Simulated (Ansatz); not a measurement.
Process, species as SMILES: [CH2]F (CH2-F) → C atom + F atom + 2 H atom
B3LYP-D3(BJ)/def2-TZVP geometries, fixed; electronic energies without zero-point terms.
Largest species:
```xyz
4

C     -0.0106     0.4978     0.4277
F      0.0121    -0.4855    -0.4825
H     -0.9803     0.6938     0.8618
H      0.9347     0.6892     0.9145
```
Charge 0, spin multiplicity 2.

Energies in hartree at PBE0 with Ansatz (a quantum-chemistry and plane-wave program); the atomisation energy is their sum with the coefficients shown, times 627.509 kcal/mol a hartree. All functions are spherical. The program fits the integrals of some runs and decomposes those of others, by size. Open shells are unrestricted. No added dispersion term, no relativity.

```json
[
 {"species": "[CH2]F (CH2-F)", "coefficient": "-1", "part": "PBE0", "cc-pVDZ": "-138.92966", "cc-pVTZ": "-138.97936", "cc-pVQZ": "-138.99203"},
 {"species": "C atom", "coefficient": "+1", "part": "PBE0", "cc-pVDZ": "-37.79901", "cc-pVTZ": "-37.80444", "cc-pVQZ": "-37.80643"},
 {"species": "F atom", "coefficient": "+1", "part": "PBE0", "cc-pVDZ": "-99.63567", "cc-pVTZ": "-99.66904", "cc-pVQZ": "-99.67838"},
 {"species": "H atom", "coefficient": "+2", "part": "PBE0", "cc-pVDZ": "-0.50029", "cc-pVTZ": "-0.50104", "cc-pVQZ": "-0.50123"}
]
```

Question: Predict the atomisation energy in cc-pV5Z (X = 5): let each PBE0 step shrink by the ratio of the last two. Compare with the run.

Answer: 
- [CH2]F (CH2-F): steps -0.04970 and -0.01267, ratio 0.255, so PBE0 -138.99526 (run: -138.99611).
- C atom: steps -0.00543 and -0.00199, ratio 0.366, so PBE0 -37.80716 (run: -37.80724).
- F atom: steps -0.03337 and -0.00934, ratio 0.280, so PBE0 -99.68100 (run: -99.68144).
- H atom: steps -0.00075 and -0.00019, ratio 0.253, so PBE0 -0.50128 (run: -0.50131).
Predicted 316.60 kcal/mol; the run in cc-pV5Z gives 316.77, a miss of -0.17. Keeping the value in cc-pVQZ, 316.74, would miss by -0.03. All sums are of the energies as printed.
